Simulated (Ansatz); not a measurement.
Relaxed structures of CH$_{3}$OSi, doublet (PBE0-D4/def2-TZVP; forces vanish, vibrations not checked; lower isomers may exist, and structures with a doubtful reference or unclear bonds are left out; Å). Computed with Ansatz 0.2.0 (basis: def2-TZVPP); correlated methods freeze the cores; orbitals are unrestricted.

(1) Rank them by CCSD(T) energy, lowest first, and give each one's height above the lowest. Links in brackets join atoms within 1.22 times the sum of their covalent radii (1.1 for two metals). (An estimate is asked for; the value comes from the calculation.)
A.
CH₃OSi ([CH2]1[O][SiH]1)
```
6
angstrom
C -0.6257 0.3422 -0.8233
Si 0.2686 -0.4112 0.5744
O 0.6251 -0.3931 -1.0526
H -1.4995 -0.1498 -1.2440
H -0.5486 1.3978 -1.0751
H 1.2389 0.3813 1.4018
```
B.
a complex of CH₃ + SiO
```
6
angstrom
C -0.6349 0.8454 -0.9629
Si 1.5261 -2.3444 2.2328
O 0.7983 -1.3908 1.3175
H -1.0384 0.4854 -1.8989
H -0.6668 1.9042 -0.7474
H -0.2057 0.1543 -0.2499
```
C.
CH₃OSi ([CH2][SiH][O])
```
6
angstrom
C -0.4892 0.3984 -0.7095
Si 0.4339 -0.3962 0.6304
O 0.5494 -1.9008 0.8316
H -1.0206 -0.1819 -1.4568
H -0.5470 1.4777 -0.8175
H 1.0736 0.6028 1.5218
```

T1 diagnostic: at most 0.022. ⟨S²⟩ of the unrestricted Hartree–Fock references: 0.76 to 0.77 (a pure state has 0.75).

Answers

(1) The calculation gives: C (0.00 kcal/mol), B (5.33 kcal/mol), A (16.50 kcal/mol). Heights count from the lowest.

For scale, one of the runs: CCSD(T)/def2-TZVPP, 146 basis functions, launched by `ansatz run in.yaml --threads 2 --pin off --events-out ev --progress --plain --max-ram 4352MiB`. The run took 69 s on 2 CPU threads of an Arm Neoverse V1 (shared host), with 2 GiB of host memory at its peak.
